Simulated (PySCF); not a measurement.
These are PySCF with r2SCAN-D4/def2-TZVP // r2SCAN-D4/def2-SVP values and carry that method's errors. Isolated molecules, 0 K electronic values unless said otherwise. 

Reference species (SMILES): `[NH2]` (neutral, multiplicity 2).

```json
{
  "dipole_moment": "1.96 D"
}
```

Changed species: `[OH]` (free radical OH; the reference has free radical NH2).

**Question.** What does the change do to the dipole moment?

**Answer.** the dipole moment falls by 0.20 D, to 1.76 D.
